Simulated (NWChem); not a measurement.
# BNH4S (SMILES NBS) at r2SCAN/def2-TZVP

What is the vertical ionisation energy of BNH4S at r2SCAN/def2-TZVP? 

Program for the calculation: NWChem 7.3.0.

## Step 1: The system as given

BNH4S has 7 atoms, charge 0, and is taken as a singlet. As SMILES, `NBS`. The coordinates come from a PBE0-D4/def2-TZVP relaxation. This is one conformer, not always the lowest.

Bond lengths: N1–B2 1.391 Å, B2–S3 1.816 Å, N1–H4 1.006 Å, N1–H5 1.004 Å, B2–H6 1.194 Å, S3–H7 1.339 Å. Angles: N1–B2–S3 120.0°, N1–B2–H6 119.9°, S3–B2–H6 120.1°, B2–N1–H4 124.2°, B2–N1–H5 121.9°, B2–S3–H7 96.3°, H4–N1–H5 113.8°.

## Step 2: A single-point energy at r2SCAN/def2-TZVP

Input file calc.nw:

```
start calc
memory total 2200 mb
geometry noautosym nocenter noautoz
   N     -0.919200     0.393200    -0.612100
   B      0.157000     0.144300     0.234100
   S      1.088800    -1.407600     0.086000
   H     -1.235600    -0.240300    -1.326500
   H     -1.454400     1.241200    -0.555600
   H      0.466100     0.952200     1.056600
   H      1.958600    -1.151000     1.071800
end
basis spherical bse
   * library def2-TZVP
end
dft
   xc r2scan
   mult 1
   grid medium
   convergence energy 1e-08
   maxiter 100
   mulliken
   print low
end
task dft energy
```

Command:

```bash
$ nwchem calc.nw > calc.out
```

Log:

```text
[...]
 d= 0,ls=0.0,diis     1   -480.1931073392 -5.70D+02  4.39D-03  6.75D-01     2.4
[...]
 d= 0,ls=0.0,diis    10   -480.2373481970 -2.86D-09  2.57D-07  2.98D-09    20.3
         Total DFT energy =     -480.237348196967
      One electron energy =     -838.099583742495
           Coulomb energy =      306.416373366839
    Exchange-Corr. energy =      -38.134152596304
 Nuclear repulsion energy =       89.580014774993
[...]
      Total Density - Mulliken Population Analysis
     ---------------------------------------------
    Atom       Charge   Shell Charges
 -----------   ------   -------------------------------------------------------
    1 N    7     7.47   0.82  1.15  0.55  0.74  0.17  1.58  1.66  0.77  0.00  0.01  0.00
    2 B    5     4.89   0.92  1.06  0.50  0.43  0.03  1.01  0.68  0.10  0.06  0.09  0.02
    3 S   16    16.27   2.01  0.48  1.48  1.06  0.78  4.19  1.66  0.94  2.41  1.16  0.03  0.06  0.01
    4 H    1     0.76   0.27  0.40  0.05  0.04
    5 H    1     0.75   0.27  0.40  0.05  0.04
    6 H    1     1.00   0.26  0.51  0.22  0.01
    7 H    1     0.85   0.24  0.48  0.10  0.03
[...]
```

Wall time 21 s (1 thread of Intel Xeon 6975P-C (Granite Rapids), shared host); peak memory 0.12 GiB.

## Step 3: The doublet cation at the same level

Input file job.nw:

```
start job
memory stack 880 mb heap 220 mb global 1100 mb
charge 1
geometry noautosym nocenter noautoz
 N    -0.919200    0.393200   -0.612100
 B     0.157000    0.144300    0.234100
 S     1.088800   -1.407600    0.086000
 H    -1.235600   -0.240300   -1.326500
 H    -1.454400    1.241200   -0.555600
 H     0.466100    0.952200    1.056600
 H     1.958600   -1.151000    1.071800
end
basis spherical bse
 N library def2-TZVP
 B library def2-TZVP
 S library def2-TZVP
 H library def2-TZVP
end
dft
 xc r2scan
 mult 2
 grid medium
 convergence energy 1e-08
 maxiter 100
 mulliken
 print low
end
task dft energy
```

Command:

```bash
$ nwchem job.nw > job.out
```

Log:

```text
[...]
 d= 0,ls=0.0,diis     1   -479.7695494251 -5.69D+02  4.30D-03  7.02D-01     3.1
[...]
 d= 0,ls=0.0,diis    13   -479.8937530002 -4.17D-09  1.76D-07  5.32D-10    35.5
[...]
         Total DFT energy =     -479.893753000234
      One electron energy =     -829.434837596020
           Coulomb energy =      297.792672520539
    Exchange-Corr. energy =      -37.831602699746
 Nuclear repulsion energy =       89.580014774993
[...]
      Total Density - Mulliken Population Analysis
     ---------------------------------------------
    Atom       Charge   Shell Charges
 -----------   ------   -------------------------------------------------------
    1 N    7     7.23   0.82  1.15  0.56  0.78  0.14  1.56  1.62  0.57  0.00  0.02  0.00
    2 B    5     4.97   0.92  1.06  0.50  0.51  0.01  1.01  0.76  0.04  0.05  0.09  0.02
    3 S   16    15.76   2.01  0.48  1.48  1.13  0.76  4.19  1.66  0.91  2.31  0.72  0.03  0.06  0.01
    4 H    1     0.71   0.26  0.38  0.03  0.04
    5 H    1     0.69   0.26  0.37  0.02  0.04
    6 H    1     0.90   0.26  0.49  0.15  0.01
    7 H    1     0.76   0.23  0.45  0.04  0.03
[...]
      <S2> =      0.7723 (Exact =     0.7500)
[...]
```

Wall time 36 s (1 thread of Intel Xeon 6975P-C (Granite Rapids), shared host); peak memory 0.12 GiB.

## Step 4: Summary of results

At r2SCAN/def2-TZVP:

| quantity | value |
| --- | --- |
| singlet BNH4S: total energy | -480.23735 Eh |
| doublet cation: total energy | -479.89375 Eh |
| doublet cation: ⟨S²⟩ | 0.772 |
| vertical ionisation energy (to the doublet cation) | 9.350 eV |

In words: The vertical ionisation energy comes to 9.35 eV (216 kcal/mol). Mulliken charges (singlet BNH4S) run from -0.47 on N1 to +0.25 on H5. Mulliken charges (doublet cation) run from -0.23 on N1 to +0.31 on H5.
